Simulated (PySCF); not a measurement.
A structure optimised at PBE0-D3(BJ)/def2-SVP, used in a PySCF frequency run:

```
C
O 1 1.2018
O 1 1.3428 2 122.42
H 3 0.9696 1 106.20 2 0.00
C 1 1.4990 2 125.87 3 180.00
H 5 1.0951 1 109.65 2 0.00
H 5 1.0998 6 110.21 1 -121.01
H 5 1.0998 6 110.21 7 -117.99
```

Write its SMILES, formula and point group.

CC(=O)O, C₂H₄O₂, Cs

What are its rotational constants (standard atomic weights)?

11.472, 9.5158, 5.3760 GHz
